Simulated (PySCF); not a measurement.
Gas-phase reaction: 2 SiCl₃NH₂ + 2 NH₂ → 4 N + 3 Cl₂ + 2 SiH₄

Energies from PySCF, thermal terms from the rigid-rotor harmonic-oscillator model, ideal gas at 1 bar. † marks an energy on the PBE0/def2-TZVP geometry and frequencies; other levels use their own. 6-31G* has spherical d functions here. Open shells (unrestricted): NH₂ (multiplicity 2), N (multiplicity 4); the rest are closed-shell singlets. SiCl₃NH₂: computed as isolated molecules; such fragments, hydroxides, amides, oligomers or adducts are transient or little studied in the gas.

PBE/def2-SVP gives ΔH°(298 K) = 2842 kJ.

Task: What do PBE0/def2-SVP†, M06-2X/def2-TZVP†, HF/6-31G* give?

Result: PBE0/def2-SVP†: 2788 kJ; M06-2X/def2-TZVP†: 2775 kJ; HF/6-31G*: 1794 kJ. For scale, ΔH°(298 K) is 2842 kJ at this level, 2796 kJ at ωB97M-V/def2-TZVP†, and runs from 1794 to 3470 kJ over the 20 levels computed († marks an energy on the PBE0/def2-TZVP geometry).
